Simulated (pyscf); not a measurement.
F–SiH: [singlet] + F–SiH₂–F -> F–SiH(F)–F + silylene (SiH₂) [singlet] (four-centre exchange; singlet surface; F–Si, H–Si broken, F–Si, H–Si formed). Single points on ωB97X-D3(BJ)/def2-SVP structures (PySCF, gas phase). Correlated levels are frozen-core, on RHF or UHF. ΔMP2 is the change of the MP2 total energy from the triple- to the quadruple-zeta basis. Energies in kJ/mol from the separated reactants.

```
level                             barrier  reaction energy
--------------------------------  -------  ---------------
PBE/def2-TZVP                        21.1            +10.2
r²SCAN/def2-TZVP                     16.5             +1.8
B3LYP-D3(BJ)/def2-TZVP               37.6             +8.4
PBE0-D3(BJ)/def2-TZVP                20.0             +4.2
HF/def2-TZVP                        101.3             -3.8
CCSD/def2-TZVPP                      52.5             -2.8
CCSD(T)/def2-TZVPP + ΔMP2(QZVPP)     41.9             +0.8
```

Of the functionals in the table, B3LYP-D3(BJ) is closest to CCSD(T)/def2-TZVPP + ΔMP2(QZVPP) in the barrier (4.2 kJ/mol apart) and r²SCAN least close (25.4 kJ/mol); that level has limits of its own. On the reactant side the descent ends in a complex, 18.5 kJ/mol under the separated species and 41.2 kJ/mol under the saddle at ωB97X-D3(BJ)/def2-TZVP. On the product side the descent ends in a complex, 23.7 kJ/mol under the separated species and 39.8 kJ/mol under the saddle at ωB97X-D3(BJ)/def2-TZVP. At ωB97X-D3(BJ)/def2-TZVP the barrier from the zero used here is 22.7 kJ/mol. One saddle was located; it need not be the lowest between these sides. The CCSD(T) − MP2 part came from Ansatz, without density fitting, on the same reference.
